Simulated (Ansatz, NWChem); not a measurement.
## How basis sets differ on AlNH2F (SMILES [NH2][Al][F])

AlNH2F has 5 atoms, charge 0, and is taken as a doublet. As SMILES, `[NH2][Al][F]`. Geometry: relaxed at PBE0-D4/def2-TZVP. This is one conformer, not always the lowest.

Quantity: the vertical ionisation energy (to the singlet cation), in eV. The values are calculated.

```
         level           kind  program  value (eV)  CPU time (all runs)
UB3LYP/pcseg-1  global hybrid   NWChem        8.67                 22 s
 UB3LYP/STO-3G  global hybrid   Ansatz        4.47                3.4 s
UB3LYP/pcseg-0  global hybrid   NWChem        8.46                 10 s
UB3LYP/pcseg-2  global hybrid   NWChem        8.65              1.9 min
```

The values span 4.47 to 8.67 eV. CPU times are rough (shared hosts, several kinds of processor and program).
